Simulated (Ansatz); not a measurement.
## fcc Al

All values below come from HSE06 (plane waves, PAW; Ansatz, a quantum-chemistry and plane-wave program).

Run with plane-wave cutoff 500 eV, 12×12×12 k mesh, Fermi–Dirac smearing 0.1 eV, scalar-relativistic PAW data made under PBE.

Cell: relaxed at this level.

For fcc Al, the equilibrium volume per atom comes out as 16.32 Å³/atom. The lattice parameter a comes out as 4.026 Å.

Measured, for comparison: equilibrium volume per atom 16.22 Å³/atom, lattice constant a 4.018 Å (static lattice: zero-point anharmonic expansion removed; as tabulated in Mejia-Rodriguez and Trickey (2018), arXiv:1807.09216). Computed (rounded) less measured: equilibrium volume per atom +0.6 %, lattice constant a +0.2 %.

Note: exact exchange on metals is sensitive to the k mesh and can open a false gap; the run warned that the count of filled bands differs between k points.

Static lattice: no zero-point or thermal effects.

Computing time: roughly 4 core-minutes.
